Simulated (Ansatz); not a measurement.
AlMe2H (C₂H₇Al) was relaxed with r2SCAN-D4 (def2-TZVP) in Ansatz in these states: charge +1 doublet, neutral singlet. The geometries follow in no particular order.

A:

Cartesian coordinates in Å:
```
Al 0.168 -0.670 -0.322
C -1.561 -0.404 0.547
H -2.134 0.382 0.040
H -1.437 -0.058 1.580
H -2.185 -1.300 0.570
C 1.462 0.794 -0.363
H 1.795 1.043 0.652
H 1.014 1.711 -0.761
H 2.355 0.576 -0.953
H 0.524 -2.074 -0.990
```

B:

```xyz
10

Al    0.956    0.143   -0.076
C    -0.369    1.532   -0.338
H    -0.930    1.727    0.577
H    -1.063    1.288   -1.144
H     0.220    2.419   -0.609
C    -0.274   -1.603    0.384
H     0.098   -2.175   -0.470
H    -1.324   -1.336    0.391
H     0.212   -1.776    1.347
H     2.474   -0.219   -0.061
```

Task: Judge from the bond lengths which geometry belongs to which state (an estimate).

Result: A is the neutral singlet (Al1–C6 1.954 Å, Al1–H10 1.595 Å, Al1–C2 1.954 Å); B is the charge +1 doublet (Al1–C6 2.185 Å, Al1–H10 1.561 Å, Al1–C2 1.937 Å).
